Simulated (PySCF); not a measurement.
Bond curve of PN

Set-up: basis P 6-311G(d,p), N 6-311G(d,p); no relativity; PySCF 2.14. Energies in eV from P + N in their ground configurations at the same level. State: ¹Σ⁺ (singlet), closed shell.

All columns are PBE0. A positive dipole means P(−)N(+).

| R (Å) | E (eV) | μ (D) | Mulliken charge on P (basis-dependent) | HOMO (eV) | LUMO (eV) | Mayer bond order | ⟨S²⟩ |
| --- | --- | --- | --- | --- | --- | --- | --- |
| 1.280 | -3.436 | -2.78 | 0.44 | -8.85 | -1.26 | 2.88 | 0.00 |
| 1.339 | -4.703 | -2.76 | 0.43 | -9.00 | -1.51 | 2.87 | 0.00 |
| 1.399 | -5.406 | -2.73 | 0.42 | -9.12 | -1.77 | 2.86 | 0.00 |
| 1.443 | -5.655 | -2.71 | 0.41 | -9.19 | -1.97 | 2.85 | 0.00 |
| 1.488 | -5.721 | -2.69 | 0.40 | -9.25 | -2.17 | 2.85 | 0.00 |
| 1.533 | -5.645 | -2.67 | 0.39 | -9.29 | -2.37 | 2.85 | 0.00 |
| 1.592 | -5.379 | -2.64 | 0.38 | -9.16 | -2.63 | 2.85 | 0.00 |
| 1.667 | -4.860 | -2.60 | 0.37 | -8.93 | -2.94 | 2.86 | 0.00 |
| 1.756 | -4.076 | -2.55 | 0.35 | -8.68 | -3.29 | 2.87 | 0.00 |
| 1.875 | -3.294 | -2.00 | 0.30 | -8.31 | -3.23 | 1.86 | 1.01 |

A fit through these points gives, at Re = 1.485 Å, μ = -2.69 D and dμ/dR = 0.483 D/Å; the reduced mass is 9.643 u.

Question: How strong is the fundamental in the double-harmonic approximation, I = 42.26·(dμ/dR)²/μred km/mol?

Answer: I = 42.26·(0.483)²/9.643 = 1.02 km/mol at PBE0.

The closed-shell solution turns unstable on stretching: from about 1.87 Å a spin-polarised solution lies lower.

⟨S²⟩ of the unrestricted solution departs from its pure value on part of the curve, where spin states mix.
